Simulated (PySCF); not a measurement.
Atom-mapped SMILES (the numbers label the heavy atoms): `[CH3:1][CH:2]1[CH2:3][CH2:4][CH2:5][CH2:6]1`. Each H is labelled by its parent atom. Ha(C3), Ha(C4), Ha(C5), Ha(C6) are cis to C1 on the ring; Hb(C3), Hb(C4), Hb(C5), Hb(C6) are trans to C1 on the ring.

GIAO shifts from PySCF on PBE0-D3(BJ)/def2-TZVP geometries (one conformer, non-relativistic, equivalent nuclei averaged), against TMS at the same level and in the same medium; PCM means IEF-PCM chloroform.

Measured (solution, not stated per compound (mostly CDCl3 or CCl4); Pretsch, Buehlmann, Badertscher, Structure Determination of Organic Compounds, 4th ed. (2009)): C2 34.8, C3/C6 34.8, C4/C5 25.4 ppm.

Question: Which unscaled values do B97-2/pcSseg-2, gas; WP04/pcSseg-2, PCM; wB97X-D/pcSseg-2, PCM give, and how close are they?

Answer: 
```
atoms  measured  B97-2/pcSseg-2, gas  WP04/pcSseg-2, PCM  wB97X-D/pcSseg-2, PCM
   C2      34.8                 39.1                42.4                   39.1
C3/C6      34.8                 38.3                39.9                   38.6
C4/C5      25.4                 31.7                33.8                   31.5
```

Mean absolute error for 13C: B97-2/pcSseg-2, gas 4.7, WP04/pcSseg-2, PCM 7.0, wB97X-D/pcSseg-2, PCM 4.7 ppm.
